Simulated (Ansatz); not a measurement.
HAl–BeH, doublet in 6-31G: errors against full CI

Geometry: a point of a stretch scan, not a stationary point.

| atom | x (Å) | y (Å) | z (Å) |
| --- | --- | --- | --- |
| Al | 0.0000 | -0.1051 | 0.5931 |
| Be | 0.0000 | 0.1277 | -1.7141 |
| H | 0.0000 | 1.6527 | 2.5034 |
| H | 0.0000 | 0.0182 | -3.0544 |

Basis 6-31G; Ansatz 0.2.0. Only valence electrons are correlated (noble-gas cores frozen), which leaves 7 electrons in 20 orbitals. R marks a restricted (for open shells ROHF) determinant, U an unrestricted one. Active spaces: valence = (7e, 10o) chosen from the atoms' valence shells; pair = (3e, 3o) about the gap.

Full CI is exact within this basis and frozen core; it isn't the basis-set limit. The frozen core follows each run's orbitals, which can shift R against U totals by a few meV.

Unrestricted rows (U) aren't spin-pure: their determinants' ⟨S²⟩ exceeds S(S+1) by up to 0.42, so they mix in states of higher spin. For open shells CISD is restricted-active-space CI with the open shells as a complete middle space.

```
UHF ⟨S²⟩                          : 1.174
T1 diagnostic (RCCSD)             : 0.0452
largest doubles amplitude (RCCSD) : 0.159
T1 diagnostic (UCCSD)             : 0.0893
```

```json
{"level": "RHF", "E − E(full CI) (kJ/mol)": "250.1", "share of correlation (%)": "0.00", "wall time": "–"}
{"level": "UHF", "E − E(full CI) (kJ/mol)": "212.7", "share of correlation (%)": "14.97", "wall time": "–"}
{"level": "RMP2", "E − E(full CI) (kJ/mol)": "100.6", "share of correlation (%)": "59.77", "wall time": "–"}
{"level": "UMP2", "E − E(full CI) (kJ/mol)": "101.3", "share of correlation (%)": "59.49", "wall time": "–"}
{"level": "CISD", "E − E(full CI) (kJ/mol)": "26.8", "share of correlation (%)": "89.27", "wall time": "0.69 s"}
{"level": "RCCSD", "E − E(full CI) (kJ/mol)": "10.8", "share of correlation (%)": "95.70", "wall time": "–"}
{"level": "UCCSD", "E − E(full CI) (kJ/mol)": "10.4", "share of correlation (%)": "95.82", "wall time": "–"}
{"level": "RCCSD(T)", "E − E(full CI) (kJ/mol)": "3.9", "share of correlation (%)": "98.46", "wall time": "1.9 s"}
{"level": "UCCSD(T)", "E − E(full CI) (kJ/mol)": "5.1", "share of correlation (%)": "97.97", "wall time": "2.5 s"}
{"level": "BCCD(T)", "E − E(full CI) (kJ/mol)": "3.9", "share of correlation (%)": "98.42", "wall time": "1.8 s"}
{"level": "RCCSDT", "E − E(full CI) (kJ/mol)": "0.5", "share of correlation (%)": "99.80", "wall time": "–"}
{"level": "UCCSDT", "E − E(full CI) (kJ/mol)": "0.7", "share of correlation (%)": "99.72", "wall time": "–"}
{"level": "RCCSDT(Q)", "E − E(full CI) (kJ/mol)": "0.1", "share of correlation (%)": "99.94", "wall time": "3.9 s"}
{"level": "UCCSDT(Q)", "E − E(full CI) (kJ/mol)": "0.3", "share of correlation (%)": "99.90", "wall time": "4.6 s"}
{"level": "RCCSDTQ", "E − E(full CI) (kJ/mol)": "0.0", "share of correlation (%)": "99.99", "wall time": "28 s"}
{"level": "CASSCF (pair space)", "E − E(full CI) (kJ/mol)": "156.0", "share of correlation (%)": "37.63", "wall time": "–"}
{"level": "NEVPT2 (pair space)", "E − E(full CI) (kJ/mol)": "54.0", "share of correlation (%)": "78.41", "wall time": "0.81 s"}
{"level": "CASSCF (valence space)", "E − E(full CI) (kJ/mol)": "40.6", "share of correlation (%)": "83.78", "wall time": "–"}
{"level": "NEVPT2 (valence space)", "E − E(full CI) (kJ/mol)": "13.8", "share of correlation (%)": "94.50", "wall time": "3.5 s"}
{"level": "MRCISD (valence space)", "E − E(full CI) (kJ/mol)": "1.1", "share of correlation (%)": "99.56", "wall time": "–"}
{"level": "MRCISD+Q (valence space)", "E − E(full CI) (kJ/mol)": "0.5", "share of correlation (%)": "99.80", "wall time": "6.5 s"}
```

The correlation energy at full CI, counted from RHF, is -2.592 eV. That run took 25 s on 1 thread of Intel Xeon, shared host over 2,782,032 determinants.

Times hold each run's SCF and search for its determinant on a shared host, so for small cases they say little of a method's own cost; they ran on 1 thread of Intel Xeon. Some runs computed forces too.

The full-CI state has the irrep A' of Cs, in the program's axes.

Natural occupations of full CI about the gap: 1.964 1.936 1.808 0.992 0.175 0.031 0.027 0.019 0.015 0.012; effectively unpaired electrons, Σ n²(2−n)², 1.25.
